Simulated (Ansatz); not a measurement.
# BH₃O (triplet): the correlation ladder at distance B1–H4 along a hydrogen transfer = 1.478 Å, cc-pVDZ

An exercise on one series of results from a longer session: the logs are not shown, and one member is left open.

Method: cc-pVDZ, core rule «outside noble gas», up to 2 orbitals frozen; program: Ansatz 0.2.0, Gaussian basis.

Plan: UHF; CCSD(T) on ROHF; CCSD(T) on UHF; BCCD(T) on ROHF; CISD; CCSDT(Q) on ROHF; CCSDT(Q) on UHF; CASSCF and MRCISD+Q, 4 electrons in 4 orbitals; CASSCF and NEVPT2, 4 electrons in 4 orbitals.

17 further runs of the same task are left out: 9 for a known fault of the program, 2 for a mislabelled method, 5 that didn't finish, 1 set aside as unsound or not needed.

**The geometry**

The geometry derives from fragments relaxed apart (PBE0/def2-TZVP) and kept rigid, so it is no stationary point. A hydrogen atom is moved between rigid fragments.

5 atoms, charge 0, spin multiplicity 3.

Atoms are counted from 1 here; the program's logs count them from 0.

Bond lengths: B1–H2 1.193 Å, B1–H3 1.193 Å, H4–O5 1.038 Å. Angles: H2–B1–H3 120.0°.

The first run:

File in.yaml:

```yaml
crystal:
  periodic: [false, false, false]
  atoms:
    - {symbol: B, position_ang: [-1.358885, 0.000000, 0.000000]}
    - {symbol: H, position_ang: [-1.955619, 1.033571, 0.000000]}
    - {symbol: H, position_ang: [-1.955619, -1.033571, 0.000000]}
    - {symbol: H, position_ang: [0.119115, 0.000000, 0.000000]}
    - {symbol: O, position_ang: [1.157115, 0.000000, 0.000000]}
basis:
  gaussian: {orbitals: cc-pVDZ}
magnetization: {spin_polarized: true, initial_magnetization: 2}
hamiltonian: {xc: hf}
output: {orbitals: {seedname: orbitals}}
```

On the command line:

```sh
$ ansatz run in.yaml --threads 1 --pin off --events-out ev --progress --plain --max-ram 2393MiB
```

Steps of the session up to this table: UHF; CCSD(T) on ROHF; CCSD(T) on UHF; BCCD(T) on ROHF; CISD; CCSDT(Q) on ROHF; CCSDT(Q) on UHF; CASSCF and MRCISD+Q, 4 electrons in 4 orbitals; CASSCF and NEVPT2, 4 electrons in 4 orbitals.

One table of the session follows, with a row left open; its other results are not shown here.

It belongs to the step «Misses and costs». 

| method | from UCCSDT(Q) (kJ/mol) |
| --- | --- |
| ROHF | +726.9 |
| UHF | +698.9 |
| RMP2 | +103.7 |
| UMP2 | +107.7 |
| CISD | +61.4 |
| RCCSD | ? |
| UCCSD | +14.2 |
| RCCSD(T) | +3.1 |
| UCCSD(T) | +3.0 |
| BCCD(T) | +3.1 |
| RCCSDT | +1.1 |
| UCCSDT | +0.9 |
| RCCSDT(Q) | +0.2 |
| UCCSDT(Q) | 0 |

Q: Estimate the row for RCCSD from the others.

The run gave: from UCCSDT(Q) (kJ/mol): +14.9. In the column «from UCCSDT(Q) (kJ/mol)» it lies between UCCSD (+14.2) and CISD (+61.4).

Left out of the table: CASSCF pair, NEVPT2 pair, MRCISD pair, MRCISD+Q pair (the active space lost an orbital or holds another state than full CI finds).

To keep in mind: Restricted and unrestricted rows rest on different reference determinants; where their highest levels disagree by more than a few hundredths of an eV, they describe different states and don't form one ladder. Warnings in the runs' records: passed over end.
